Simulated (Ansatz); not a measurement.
**[H···H···GeH$_{3}$], doublet in cc-pVDZ: errors against UCCSDT(Q)**

Geometry: a point of a hydrogen-transfer path between rigid fragments, not a stationary point.

```xyz
6

H    -2.8380    0.0000    0.0000
H    -2.0930    0.0000    0.0000
Ge    0.0470    0.0000    0.0000
H     0.5156   -1.4659    0.0000
H     0.5156    0.7330   -1.2695
H     0.5156    0.7330    1.2695
```

Basis cc-pVDZ; Ansatz 0.2.0. Correlated methods freeze the noble-gas cores and the filled d shells of p-block atoms, which leaves 9 electrons in 38 orbitals. Prefix R: restricted or restricted open-shell reference; prefix U: unrestricted. Active spaces: valence = (9e, 9o) chosen from the atoms' valence shells; pair = (3e, 3o) about the gap. No spin–orbit coupling is included, and no scalar relativity.

Full CI isn't at hand for all of this; UCCSDT(Q) serves as the reference, and is uncertain by about the last step of the cluster series. The frozen core follows each run's orbitals, which can shift R against U totals by a few meV for light atoms and by up to 0.1 eV past Ca.

The UHF ⟨S²⟩ is 0.759 and the T1 diagnostic (RCCSD) is 0.0159. The largest doubles amplitude (RCCSD) is 0.035. The T1 diagnostic (UCCSD) is 0.0110.

```json
{"level": "UHF", "E − E(RHF) (eV)": "-0.0729"}
{"level": "UMP2", "E − E(RHF) (eV)": "-3.3787"}
{"level": "UCCSD", "E − E(RHF) (eV)": "-4.2980"}
{"level": "UCCSD(T)", "E − E(RHF) (eV)": "-4.3654"}
```

(1) Estimate how far UCCSDT(Q) in cc-pVDZ lies from UCCSD(T). The table doesn't fix it; the size of (T) and the diagnostics are the guide.

(1) UCCSDT(Q) in cc-pVDZ lies 1.9 kJ/mol below UCCSD(T), which is 29 % of the (T) step (-6.5 kJ/mol). The diagnostics give no warning, yet the rest is a sizeable part of (T).

The other levels:

| level | E − E(UCCSDT(Q)) (kJ/mol) | share of correlation (%) | wall time |
| --- | --- | --- | --- |
| UCCSDT | 0.2 | 99.96 | – |

The correlation energy at UCCSDT(Q), counted from RHF, is -4.385 eV. That run took 24 s on 1 thread of Arm Neoverse N1, shared host.

Run but not shown, since their state or frozen core can't be matched to the reference's or they repeat it: RHF, RMP2, CISD, RCCSD, RCCSD(T), BCCD(T), RCCSDT, RCCSDT(Q), CASSCF (pair space), NEVPT2 (pair space), CASSCF (valence space), NEVPT2 (valence space), MRCISD (valence space), MRCISD+Q (valence space).

Times hold each run's SCF and search for its determinant on a shared host, so for small cases they say little of a method's own cost; they ran on 1 thread of Arm Neoverse N1.

Natural occupations of CASSCF (valence space) about the gap: 1.985 1.977 1.971 1.971 1.002 0.031 0.022 0.021 0.021; effectively unpaired electrons, Σ n²(2−n)², 1.02.
